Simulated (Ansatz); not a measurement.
**Question.** Name a neutral molecule of C, Cl, F and H with size of the dipole moment (PBE/def2-TZVPP) between 1.55 and 1.85 D and HOMO energy (PBE0/def2-TZVPP) between -8.90 and -8.60 eV (Ansatz, PBE0-D4/def2-TZVP geometry).

**Answer.** `CC(F)(F)CCl` (1.58 D, -8.81 eV). Other molecules can fit too; these were computed, each in one conformer that needn't be the lowest.
